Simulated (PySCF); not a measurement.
An unknown is described by computed data only.

Formula: C2H4Cl2.

* 13C NMR: chemical shifts (computed TMS as zero) by class: 82.8 (1 C), 33.7 (1 C) ppm [GIAO PBE0/pcSseg-1]
* 1H NMR: chemical shifts (computed TMS as zero) by class: 5.69 (1 H), 1.82 (3 H) ppm [GIAO PBE0/pcSseg-1]
* Dipole: 2.20 D [PBE0/pcSseg-1]
* Rotational structure: rotational constants A, B, C: 6.478, 3.183, 2.263 GHz [PBE0-D3(BJ)/def2-SVP]
* NMR, other nuclei: isotropic shieldings of nuclei other than C and H, by class: 660 (2 Cl) ppm [GIAO PBE0/pcSseg-1]
* XPS: Cl2p3/2 206.3 (×2), C1s 291.6, C1s 294.0, Cl1s 2828.9 (×2) eV [ΔSCF SCAN, pcX-2 on the ionised atom, pcseg-1 elsewhere, spin-free X2C, 2p3/2 from a spin–orbit splitting computed afterwards within the 2p shell]

Electronic properties: PySCF, gas phase, density fitting. Levels stand in brackets. Isolated species at its PBE0-D3(BJ)/def2-SVP geometry, gas phase. Each NMR value is the plain mean over a class of atoms that symmetry, rotation or inversion makes alike.

Question: What is the compound? Reason from the data.

Answer: Numbering: `[CH3:1][CH:2]([Cl:3])[Cl:4]`. Its formula, C2H4Cl2, gives 0 degrees of unsaturation, so no ring and no π bond. 2 carbons fall into 2 classes; from least to most shielded: CHCl2 carbon [C2] (82.8 ppm), methyl carbon [C1] (33.7 ppm). Hydrogen classes from least to most shielded: 1 H on a CHCl2 carbon, C2 (5.69 ppm), 3 H on a methyl carbon, C1 (1.82 ppm). The other shieldings belong to: 660 ppm, alkyl chlorine [Cl3/Cl4]. The core levels belong to: Cl2p3/2 206.3 eV, alkyl chlorine [Cl3/Cl4]; C1s 291.6 eV, methyl carbon [C1]; C1s 294.0 eV, CHCl2 carbon [C2]; Cl1s 2828.9 eV, alkyl chlorine [Cl3/Cl4]. The optimised geometry has point group Cs and is an asymmetric top. Structure: `ClC(Cl)C`. Computed isomers that give other values at the same levels: `ClCCCl` (core binding energies: Cl2p3/2 206.4 (×2), C1s 292.9 (×2), Cl1s 2829.0 (×2) eV). The assignments are read from this structure; whether some other isomer fits the data as well wasn't checked. NMR values of atoms bound to several Cl lack the spin–orbit term that these neighbours bring.
